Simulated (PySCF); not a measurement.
Levels along the 5-electron series

One electron added to the closed shell [He] 2s2: EOM-EA-CCSD calculated with PySCF 2.14, two-component X2C-1e with screened spin-orbit coupling, each ion in its own even-tempered basis, nothing frozen, the virtual space cut to natural spinors and corrected at second order; no Breit or QED terms. Binding energy of 2p1/2 and energies of the other levels above it, in eV.

```
 ion  2p1/2 binding  2p3/2 − 2p1/2  NIST ionisation energy
   B          8.242          0.002                   8.298
  C⁺         24.389          0.009                  24.383
 N²⁺         47.483          0.024              47.445 (s)
 O³⁺         77.473          0.052                  77.413
 F⁴⁺         114.33          0.098              114.25 (s)
Ne⁵⁺         158.05          0.170                  157.93
Mg⁷⁺         266.08          0.423              265.92 (s)
Al⁸⁺         330.40          0.623              330.21 (s)
Si⁹⁺         401.61          0.887              401.38 (s)
P¹⁰⁺         479.71          1.226       479.44 ± 0.05 (s)
```

Each ion has its own basis, which adds noise of up to about 0.1 % of the binding energies along the series.

The 2p interval goes from 0.002336 to 1.226 eV, as Z to the power 5.70; a hydrogen-like ion gives 4, and the power is higher where the screened charge Z − σ still grows faster than Z or where Zα is large.

NIST values marked (s) are semi-empirical, (t) theoretical.
